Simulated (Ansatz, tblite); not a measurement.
Removing and adding an electron: the cluster NaH2. Charge 0, multiplicity 2. Geometry: r2SCAN-D4/def2-TZVP. Ansatz, gas phase; energy differences of separate SCF runs; the oxidised species is a singlet (the triplet lies 9.35 eV higher at PBE0-D4/def2-TZVP); the reduced species is a singlet (the triplet lies 0.62 eV higher at PBE0-D4/def2-TZVPD).

```xyz
3

Na    1.896   -2.115   -0.499
H    -1.184    1.339    0.312
H    -0.712    0.776    0.187
```

The xTB rows come from tblite. Correlated methods freeze 1 core orbital; core or outer-core shells of Na are correlated, in sets that lack core-valence functions. In the doublet geometry the species has come apart into loosely held pieces. In the doublet, H2 and H3 lie 0.75 Å apart (atoms count from 1), so H2 has formed as a molecule. In the singlet geometry the species has come apart into loosely held pieces. The structure comes from a short search, and lower isomers may exist.

| level | −HOMO (eV) | vertical IE (eV) | −LUMO (eV) | vertical EA (eV) | HOMO–LUMO gap (eV) | IE − EA (eV) | remarks |
| --- | --- | --- | --- | --- | --- | --- | --- |
| GFN1-xTB | – | 7.99 | – | 3.55 | – | 4.44 | – |
| GFN2-xTB | – | 9.55 | – | 2.44 | – | 7.11 | – |
| r2SCAN-D4/def2-TZVPD | 3.11 | – | 1.73 | 0.39 | 1.38 | – | HOMO above zero (-1 singlet), restricted SCF unstable in HF (-1 singlet) |
| PBE0-D4/def2-TZVP | 3.60 | 5.29 | 1.10 | – | 2.50 | – | – |
| PBE0-D4/def2-TZVPD | 3.61 | – | 1.09 | 0.53 | 2.51 | – | HOMO above zero (-1 singlet), restricted SCF unstable in HF (-1 singlet) |
| MP2/def2-TZVPP | – | 5.06 | – | – | – | – | – |
| CCSD/def2-TZVPP | – | 5.07 | – | – | – | – | – |
| CCSD(T)/def2-TZVPD | – | – | – | 0.47 | – | – | restricted SCF unstable (-1 singlet) |

Q: Estimate the rows for HF/def2-TZVPP, PBE-D4/def2-TZVP, PBE-D4/def2-TZVPD, r2SCAN-D4/def2-TZVP, MP2/def2-TZVPD, CCSD/def2-TZVPD, CCSD(T)/def2-TZVPP.

A: 
```tsv
level	−HOMO (eV)	vertical IE (eV)	−LUMO (eV)	vertical EA (eV)	HOMO–LUMO gap (eV)	IE − EA (eV)	remarks
HF/def2-TZVPP	–	4.93	–	–	–	–	–
PBE-D4/def2-TZVP	3.06	5.36	1.69	–	1.37	–	–
PBE-D4/def2-TZVPD	3.06	–	1.68	0.58	1.37	–	HOMO above zero (-1 singlet), restricted SCF unstable in HF (-1 singlet)
r2SCAN-D4/def2-TZVP	3.11	5.14	1.73	–	1.38	–	–
MP2/def2-TZVPD	–	–	–	0.22	–	–	restricted SCF unstable (-1 singlet)
CCSD/def2-TZVPD	–	–	–	0.45	–	–	restricted SCF unstable (-1 singlet)
CCSD(T)/def2-TZVPP	–	5.08	–	–	–	–	–
```

Run but left out: HF/def2-TZVPD (charge -1 singlet: restricted singlet, unstable towards broken spin symmetry).   A HOMO above zero means that the electron is unbound at that level or that self-interaction error raises the level; the energy of removing that electron tells which. HOMO and LUMO are the levels of the spin that leaves or enters (xTB has no such levels and no spin-polarisation term). Other spin states of the ions may lie lower, which would lower the ionisation energy or raise the affinity. Raw xTB energy differences between charge states are shifted by several eV; the methods need an empirical correction for them.
